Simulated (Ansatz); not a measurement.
Compare A (`CC(=O)C=O`) with its isomer B (`C=CC(=O)O`).

Gas-phase electronic energies from Ansatz, PBE0-D4/def2-TZVP geometries. CBS: MP2 limit from def2 TZ/QZ plus the TZ coupled-cluster correction, frozen cores. DFT in def2-TZVPP. Each species was taken in one conformer, which may not be the lowest.

A:

```xyz
9

C     0.0133   -0.6069   -0.9965
C    -0.5109    0.3531    0.0174
O    -1.5350    0.9798   -0.0808
C     0.3218    0.5555    1.2845
O     1.3529   -0.0168    1.4920
H     1.0092   -0.2940   -1.3209
H    -0.6651   -0.6622   -1.8450
H     0.1397   -1.5925   -0.5410
H    -0.1259    1.2839    1.9903
```

B:

Z-matrix (Å, degrees):
```
C
C 1 1.327
H 1 1.084 2 121.1
H 1 1.083 2 121.2 3 -180.0
C 2 1.474 1 124.1 3 180.0
H 2 1.083 1 122.2 3 -0.0
O 5 1.345 2 113.8 1 0.0
O 5 1.204 2 123.7 1 -180.0
H 7 0.967 5 106.1 2 -180.0
```

Task: Which is lower in electronic energy at CCSD(T)/CBS, and by how much? (An estimate is asked.)

Result: The calculation gave: B, by 13.1 kcal/mol.

Task: Give E(B) − E(A) in kcal/mol with r2SCAN-D4, PBE0-D4, CCSD(T)/def2-SVP, PBE-D4, B2PLYP, LDA (SPW92), HF/def2-TZVPP. (Best estimate.)

Result: Ansatz gave: r2SCAN-D4 -14.0, PBE0-D4 -13.5, CCSD(T)/def2-SVP -9.6, PBE-D4 -12.9, B2PLYP -12.4, LDA (SPW92) -17.1, HF/def2-TZVPP -12.0. None reverses the order clearly.

Task: Does the order hold for the free energy at 298.15 K (harmonic terms from PBE0-D4)? (Estimate.)

Result: The calculation gave: Yes: G(B) − G(A) = -10.9 kcal/mol, for one conformer each.

Largest T1 diagnostic: 0.015.

At CCSD(T), def2-SVP lies +3.6 kcal/mol from the extrapolated value and def2-TZVPP +0.9 kcal/mol. Leaving LDA and LC-ωPBE aside and taking each functional with its dispersion term where it has one, the values, not all of them listed here, spread over 3.1 kcal/mol, from r2SCAN0-D4 to ωB97X-V. LDA lies −4.2 kcal/mol from PBE without D4.
